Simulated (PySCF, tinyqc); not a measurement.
Inside a calculation. Method: RHF in the sto-3g basis, for BH, spin multiplicity 1. This run ends on a higher stationary point, not on the lowest solution. The lowest restricted solution is unstable here: a spin-polarised one lies 0.0110 hartree lower (PySCF). One step of it, computed by the program tinyqc.

Task: Iteration 2: DIIS coefficients. Solve [B -1; -1 0][c; lambda] = [0; -1] for the coefficients, which sum to one.

B (overlaps of the stored error matrices):
$$\begin{pmatrix}
8.6868792e+01 & 2.8364965e+00 \\
2.8364965e+00 & 1.1343311e+00
\end{pmatrix}$$

Give: DIIS coefficients.

Result:

DIIS coefficients: [-0.0207, 1.0207]
